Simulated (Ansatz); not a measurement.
CsPt₃: from a trial structure to a relaxed crystal

All numbers below come from DFT PBE, scalar-relativistic, plane waves, PAW in Ansatz. Cutoff 420 eV, Γ-centred k mesh, Gaussian smearing, no spin polarisation in the final step.

A relaxed cell is given with its space group left out.

```yaml
crystal:
  lattice:
    - [4.33333, 0.00000, 0.00000]
    - [0.00000, 4.33333, 0.00000]
    - [0.00000, 0.00000, 4.33333]
  atoms:
    - { symbol: Cs, position: [0.00000, 0.00000, 0.00000] }
    - { symbol: Pt, position: [0.00000, 0.50000, 0.50000] }
    - { symbol: Pt, position: [0.50000, 0.00000, 0.50000] }
    - { symbol: Pt, position: [0.50000, 0.50000, 0.00000] }
```

Formation energies are uncorrected and refer to the elements' standard structures at the same level.

(1) What space group does it have?

(2) How far does it lie from the elements in energy?

(3) Is it a metal?

Answers

(1) Pm-3m (No. 221). Conventional cell: a = 4.333 Å. Cs has 12 Pt at 3.06 Å; Pt has 4 Cs at 3.06 Å and 8 Pt at 3.06 Å.

(2) 0.91 eV/atom.

(3) Yes, bands cross the Fermi level on the 12×12×12 mesh.

The final run used a 12×12×12 mesh on its 4-atom cell and 0.10 eV smearing. For metals, differences of a few meV/atom aren't resolved. Spin–orbit coupling is left out. The cell came from a trial start, so CsPt₃ may not exist in this structure.

Cost: 3 runs of about 0.69 core-minutes in all, on Intel Xeon 6975P-C (Granite Rapids) (shared hosts).